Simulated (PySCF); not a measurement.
Coordinates in bohr (charge 1 multiplicity 1):
```
Cl    0.0000    0.0000   -0.9450
F     2.2643    0.0000    0.8706
F    -2.2643    0.0000    0.8706
```

Computed with PBE0/[Cl def2-TZVP, F def2-TZVP], no relativity, density fitting, PySCF.

This geometry of ClF₂⁺ is a stationary point at this level.

**Question.** What is the point group?

**Answer.** C2v.

**Question.** Is it a minimum?

**Answer.** Yes: all harmonic wavenumbers are real.

**Question.** What are the dipole moment and the gap between the highest occupied and lowest empty levels?

**Answer.** 1.81 D about the centre of mass and 6.71 eV.

**Question.** Give the ideal-gas entropy at 298.15 K and 1 bar by parts.

**Answer.** translation 162.4, rotation 88.9, vibration 5.6, spin 0.0; total 256.8 J/(mol K).

Other isomers or separated fragments may lie lower.
